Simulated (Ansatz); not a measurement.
System: rock-salt ZrC. Method: rVV10 (Ansatz, a program for electronic structure, plane waves, PAW).

Run with plane-wave cutoff 500 eV, 14×14×14 k mesh, Fermi–Dirac smearing 0.05 eV, scalar-relativistic PAW data made under PBE.

Computed at the level's own relaxed cell.

Q: Give the computed volume per atom and lattice constant a.

A: 
- volume per atom: 13.29 Å³/atom
- lattice constant a: 4.738 Å

Measured, for comparison: equilibrium volume per atom 12.95 Å³/atom, lattice constant a 4.696 Å (temperature not stated, no zero-point or thermal correction; as tabulated in Zhang et al. (2018), doi:10.1088/1367-2630/aac7f0). Computed (rounded) less measured: equilibrium volume per atom +2.6 %, lattice constant a +0.9 %.

Static lattice: no zero-point or thermal effects.

The result took around 25 core-seconds (rough).
